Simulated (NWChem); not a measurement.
# SiF4; SMILES F[Si](F)(F)F

```xyz
5

F      1.3593     0.7380     0.3513
Si     0.0000     0.0000     0.0000
F     -1.1101     1.0765    -0.3530
F     -0.4734    -0.8582     1.2471
F      0.2241    -0.9563    -1.2454
```
Atoms are numbered in this order, from 1.

Level: PBE0/def2-SVP (NWChem), optimised geometry, unscaled harmonic frequencies. 

```csv
frequency (cm⁻¹),IR intensity (km/mol)
248,0.0
248,0.0
370,52.8
370,52.8
370,52.8
785,0.0
1041,219.5
1041,219.5
1041,219.5
```

```
Item                                                                               Result
-----------------------------------------------------------------------  ----------------
zero-point energy                                                            7.9 kcal/mol
thermal correction to the enthalpy at 298.15 K (with zero-point energy)     11.6 kcal/mol
heat capacity Cv                                                         15.8 cal/(mol K)
entropy at 298.15 K and 1 atm (symmetry number 12)                       68.1 cal/(mol K)
dipole moment                                                                      0.00 D
```

Rigid rotor and harmonic oscillator.
